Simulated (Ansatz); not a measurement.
CF, doublet: from triple and quadruple zeta to the limit

```csv
atom,x (Å),y (Å),z (Å)
C,-0.1071,-0.3525,-0.0942
F,0.9486,-0.0179,0.5180
```

Ansatz 0.2.0, UHF determinant, valence electrons correlated. Energies in eV.

| set | X | functions | Hartree–Fock | MP2 correlation | CCSD(T) correlation | time |
| --- | --- | --- | --- | --- | --- | --- |
| def2-TZVPP | 3 | 62 | -3734.2831 | -9.4995 | -10.2568 | 1.6 s on 1 × NVIDIA H100 80GB HBM3 with 1 thread of AMD EPYC 7R13 Processor (Zen 3), with other jobs on the host |
| def2-QZVPP | 4 | 114 | -3734.4452 | -10.3589 | -11.0716 | 1.9 s on 1 × NVIDIA H100 80GB HBM3 with 1 thread of AMD EPYC 7R13 Processor (Zen 3) (shared host) |

Hartree–Fock is taken to follow E(X) = E∞ + A·exp(−7.88·√X), correlation E(X) = E∞ + B·X^−2.97.

Q: Work out the CCSD(T) energy at the limit, and how far the shortcut misses it that extrapolates MP2 and adds CCSD(T) minus MP2 from the smaller set.

A: Hartree–Fock: E∞ = E4 + 0.1377·(E4 − E3) = -3734.4675. Correlation: E∞ = E4 + 0.7407·(E4 − E3) = -11.6751 for CCSD(T) and -10.9956 for MP2. The limit is -3746.1426 eV, 0.626 eV below def2-QZVPP. The shortcut gives a correlation energy of -10.9956 + (-0.7573) = -11.7528, 78 meV lower than the direct value.
